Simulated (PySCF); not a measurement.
Method: PySCF with B3LYP-D3(BJ)/def2-TZVP // PBE0-D4/def2-TZVP. Isolated molecules, 0 K electronic values unless said otherwise. B3LYP has the VWN-RPA correlation part, as in Gaussian. 

Reference species (SMILES): `[GeH3]` (neutral, multiplicity 2).

* **highest occupied spin orbital**: -6.01 eV

Changed species: `[CH2]C` (radical fragment; the reference has radical fragment).

Predict the effect on the highest occupied spin orbital.

the highest occupied spin orbital goes up by 0.40 eV, to -5.61 eV.
